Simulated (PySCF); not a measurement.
Species: C₅H₇S (doublet state).
Geometry (GFN2-xTB, Å), atoms numbered from 1 in this order:
```
atom  x, y, z in Å
C1     2.124   -0.628   -2.002
C2     1.814   -0.835   -0.864
C3     1.395   -1.027    0.497
S4     0.421    0.419    1.121
C5    -0.927    0.352    0.065
C6    -2.145    1.132    0.382
H7     2.418   -0.473   -2.997
H8     0.761   -1.910    0.592
H9     2.254   -1.104    1.164
H10   -0.715    0.072   -0.955
H11   -3.029    0.612    0.009
H12   -2.240    1.268    1.457
H13   -2.134    2.124   -0.086
```

The hyperfine couplings belong to this conformer and change with its torsions.

As a line formula: `C(CS[CH]C)#C` [radical].

Theory: PySCF, UKS B3LYP, pcH-1 on C H S, non-relativistic, mean-field spin-orbit, GIAO. Isolated species at its GFN2-xTB geometry (one conformer only). The geometry wasn't refined by DFT: couplings that depend on bond lengths, twists or pyramidal angles can differ widely from those at the functional's own minimum. The SCF solution wasn't tested for stability.

Q: Where do the isotropic ENDOR lines of H11/H12/H13, H10 and H8/H9 fall at 1215.6 mT, to first order?

A: ν± = |νn ± a/2|, one line for each electron-spin manifold; νn = |g_N| × 7.62259 MHz/T × B.

| nuclei | isotope | g_N | νn (MHz) | a_iso (MHz) | lower line (MHz) | upper line (MHz) |
| --- | --- | --- | --- | --- | --- | --- |
| H11/H12/H13 | 1H | 5.5857 | 51.76 | 63.62 | 19.95 | 83.57 |
| H10 | 1H | 5.5857 | 51.76 | -29.98 | 36.76 | 66.75 |
| H8/H9 | 1H | 5.5857 | 51.76 | 4.13 | 49.69 | 53.82 |

Q: Which pairs are centred on the nuclear Larmor frequency, and which on half the coupling?

A: Centred on νn, since |a| < 2νn: H11/H12/H13, H10 and H8/H9. No pair has |a| > 2νn.

Q: At what field would the lower line of H11/H12/H13 fall to zero frequency?

A: Where νn = |a|/2, that is B = 31.81 MHz/(5.5857 × 7.62259 MHz/T) = 747 mT, as far as first order holds there.

Means are taken over nuclei equivalent by connectivity, which assumes that they swap fast. The three 1H nuclei of mean +63.6 MHz run from 10.8 to 118.0 MHz in the frozen geometry. The 1H value of +4.1 MHz is a mean of couplings from 0.6 to 7.6 MHz in this one geometry, not an average over conformers.
